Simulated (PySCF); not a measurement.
Isomers of C4H8. Isolated molecules, 0 K electronic values unless said otherwise. One relaxed conformer stands for each flexible species; it need not be the lowest. Strings in code marks are SMILES.

The dipole moment from two functionals at the same geometries (PBE0-D3(BJ)/def2-TZVP), both in PySCF: PBE-D3(BJ)/def2-TZVP and PBE0-D3(BJ)/def2-TZVP. 

```json
[
 {"species": "`C1C(C1)C`", "PBE-D3(BJ)/def2-TZVP (D)": "0.14", "PBE0-D3(BJ)/def2-TZVP (D)": "0.14"},
 {"species": "`C=C(C)C`", "PBE-D3(BJ)/def2-TZVP (D)": "0.58", "PBE0-D3(BJ)/def2-TZVP (D)": "0.58"},
 {"species": "`C/C=C/C`", "PBE-D3(BJ)/def2-TZVP (D)": "0.00", "PBE0-D3(BJ)/def2-TZVP (D)": "0.00"},
 {"species": "`C1CCC1`", "PBE-D3(BJ)/def2-TZVP (D)": "0.00", "PBE0-D3(BJ)/def2-TZVP (D)": "0.00"}
]
```

Over these rows, drawn at random from the members with no instability flagged (it was tested for open shells, ions and some series alone), PBE minus PBE0-D3(BJ): mean 0.00 D, from 0.00 D to +0.01 D.
